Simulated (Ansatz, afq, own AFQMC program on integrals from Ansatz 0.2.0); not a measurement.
**AlNH₂, singlet → AlNH₂, triplet, worked out**

```xyz
4

Al    0.0000    0.0000    0.6968
N     0.0000    0.0000   -1.0992
H     0.0000    0.8223   -1.6887
H     0.0000   -0.8223   -1.6887
```

Connectivity, by distances: Al–NH2.

Both states at this geometry.

Basis cc-pVTZ. Only valence electrons are correlated. Ansatz 0.2.0 and our own AFQMC program on the same integrals; the CISD trial comes from CCSD amplitudes, and released means the phaseless constraint is let go. Error bars are statistical, one sigma.

Total energies in eV. CBS is CCSD(T) at the limit of def2-TZVPP/QZVPP (extrapolated itself); the highest rung of each member is named.

Cautions: AlNH₂ (triplet): another spin lies lower, its ph-AFQMC/CISD value lies 16 ± 4 meV above CCSDT(Q); core correlation is missing, and it shifts such a gap most where an s electron is promoted.

```
        member  count  CCSD(T)/cc-pVTZ  highest rung in cc-pVTZ     which  CCSD(T)/CBS
AlNH₂, triplet     +1       -8103.3129               -8103.3415  CCSDT(Q)   -8104.3935
AlNH₂, singlet     -1       -8105.8407               -8105.8684  CCSDT(Q)   -8106.9424
```

Task: Work out the best estimate of the vertical spin gap: the CCSD(T)/CBS difference plus the step from CCSD(T) to the highest rung.

Result: Sums with the counts: CCSD(T)/CBS 2.5489 eV, highest rung 2.5269 eV, CCSD(T)/cc-pVTZ 2.5278 eV. The step is 2.5269 − 2.5278 = -0.0009 eV, so the best estimate is 2.5489 + (-0.0009) = 2.5480 eV. The basis set is worth 0.021 eV of it. Zero-point, core-correlation and spin–orbit terms aren't in it. Past Ne the Hartree–Fock part of each CBS total tends to overshoot, since the cores don't follow the formula; that largely cancels in the difference.

Best estimates are given only where the step beyond CCSD(T) is under 0.3 eV and no member's determinant is very poor (T1 over 0.05, or 0.07 for open shells, ⟨S²⟩ too high by 0.3, two states mixed), so the hardest cases are missing from such tables.

CCSDT and higher add their correlation energy to the determinant of the CCSD(T) run, since their own runs factorise the integrals more tightly (a shift of under 2 meV). Each member of a difference takes its own highest rung, so a best estimate needn't equal the limit plus the step of one row.
